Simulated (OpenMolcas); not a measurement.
# PH3 (phosphine) at MP2/6-31G(d,p) (Cartesian functions)

What is the energy change on altering one bond length of PH3 (phosphine) at MP2/6-31G** (Cartesian functions)? 

Program for the calculation: OpenMolcas 26.06.

8 further runs of the same task are left out: 1 that didn't finish, 7 set aside as unsound or not needed.

## 1. The system as given

The species is PH3 (4 atoms), meant as a singlet with charge 0. SMILES: `P`. The shape is that of a PBE0-D4/def2-TZVP optimisation.

Bond lengths: P1–H2 1.420 Å, P1–H3 1.420 Å, P1–H4 1.420 Å. Angles: H2–P1–H3 93.1°, H2–P1–H4 93.1°, H3–P1–H4 93.1°.

## 2. The energy at MP2/6-31G(d,p) (Cartesian functions)

job.input

```
* H3P MP2

&GATEWAY
  Coord
  4
  angstrom
  P        0.346000      -0.326500      -0.332800
  H        0.630900      -0.034000       1.027000
  H       -1.005500      -0.663000      -0.057200
  H        0.028700       1.023500      -0.636900
  Basis=6-31G**
  Group=NoSym

&SEWARD

&SCF
  PrOrbitals=1

&MBPT2
  Frozen=5
```

The run is started by

```sh
$ export MOLCAS_MEM=1860
$ pymolcas job.input > job.log
```

Output:

```text
--- Start Module: gateway ---
[...]
--- Stop Module: gateway /rc=_RC_ALL_IS_WELL_ ---
[...]
      Basis functions           34
[...]
--- Start Module: scf ---
[...]
       Convergence after   9 Iterations
[...]
::    Total SCF energy                               -342.4534992287
[...]
      Total spin, S                                     0.0000000000
[...]
      Total electronic charge=   18.000000
      Total            charge=   -0.000000
[...]
      Dipole Moment (debye):
      Origin of the operator (angstrom)=    0.3050   -0.2878   -0.2933
                   X= -4.7361E-01               Y=  4.4706E-01               Z=  4.5537E-01           Total=  7.9469E-01
      Quadrupole Moment (debye*angstrom):
[...]
--- Stop Module: scf /rc=_RC_ALL_IS_WELL_ ---
--- Start Module: mbpt2 ---
[...]
WARNING!
Default frozen orbitals as non valence orbitals is overwritten by user input.
Default values:   5
[...]
       Reference weight ( Cref**2 )         =        0.95069
::    Total MBPT2 energy                             -342.5782300019
[...]
      Total MBPT2 calculations                           0.01      0.04
--- Stop Module: mbpt2 /rc=_RC_ALL_IS_WELL_ ---
[...]
```

Run time: 1.8 s. Hardware: 1 thread of Arm Neoverse V1, shared host; peak memory 0.37 GiB.

## 3. The distorted shape

job.input

```
* H3P MP2
&GATEWAY
Coord
4
angstrom
P        1.697467       0.009992      -0.608393
H        1.982367       0.302492       0.751407
H       -1.005500      -0.663000      -0.057200
H        1.380167       1.359992      -0.912493
Basis = 6-31G**
Group = NoSym
&SEWARD
&SCF
PrOrbitals = 1
&MBPT2
Frozen = 5
```

The run is started by

```sh
$ export MOLCAS_MEM=1860
$ pymolcas job.input > job.log
```

Output:

```text
--- Start Module: gateway ---
[...]
--- Stop Module: gateway /rc=_RC_ALL_IS_WELL_ ---
[...]
      Basis functions           34
[...]
--- Start Module: scf ---
[...]
       Convergence after  12 Iterations
[...]
::    Total SCF energy                               -342.2781721191
[...]
      Total spin, S                                     0.0000000000
[...]
      Total electronic charge=   18.000000
      Total            charge=   -0.000000
[...]
      Dipole Moment (debye):
      Origin of the operator (angstrom)=    1.6164    0.0387   -0.5608
                   X=  1.6883E+00               Y=  1.2096E+00               Z=  1.5736E-01           Total=  2.0828E+00
      Quadrupole Moment (debye*angstrom):
[...]
--- Stop Module: scf /rc=_RC_ALL_IS_WELL_ ---
--- Start Module: mbpt2 ---
[...]
WARNING!
Default frozen orbitals as non valence orbitals is overwritten by user input.
Default values:   5
[...]
       Reference weight ( Cref**2 )         =        0.90431
::    Total MBPT2 energy                             -342.4252397368
[...]
      Total MBPT2 calculations                           0.03      0.04
--- Stop Module: mbpt2 /rc=_RC_ALL_IS_WELL_ ---
[...]
```

It took 1.9 s on 1 thread of Arm Neoverse V1, shared host; peak memory 0.37 GiB.

## 4. Outcome

At MP2/6-31G** (Cartesian functions), 5 core orbitals frozen:

```
                                                         quantity          value
                                        first shape: total energy  -342.57823 Eh
                  first shape: dipole moment (mean-field density)         0.79 D
                 first shape: HOMO energy (Hartree–Fock orbitals)      -10.55 eV
                 first shape: LUMO energy (Hartree–Fock orbitals)        4.51 eV
               first shape: HOMO–LUMO gap (Hartree–Fock orbitals)       15.06 eV
         first shape: correlation energy (5 core orbitals frozen)     -124.7 mEh
                                    distorted shape: total energy  -342.42524 Eh
              distorted shape: dipole moment (mean-field density)         2.08 D
             distorted shape: HOMO energy (Hartree–Fock orbitals)       -8.61 eV
             distorted shape: LUMO energy (Hartree–Fock orbitals)       -0.80 eV
           distorted shape: HOMO–LUMO gap (Hartree–Fock orbitals)        7.81 eV
     distorted shape: correlation energy (5 core orbitals frozen)     -147.1 mEh
energy change with the P1–H3 bond stretched from 1.420 to 2.840 Å       4.163 eV
```

In words: One bond (distorted shape) is far stretched, which a spin-restricted single reference describes badly; perturbation theory on it can break down and give far too much correlation. With the P1–H3 bond stretched from 1.420 to 2.840 Å the energy rises by 4.16 eV (402 kJ/mol). The first shape isn't relaxed at this level, so the change isn't measured from a minimum. A restricted reference can't describe the breaking bond well at this length. Mulliken charges (first shape) of the mean-field density run from -0.05 on H2 to +0.16 on P1.
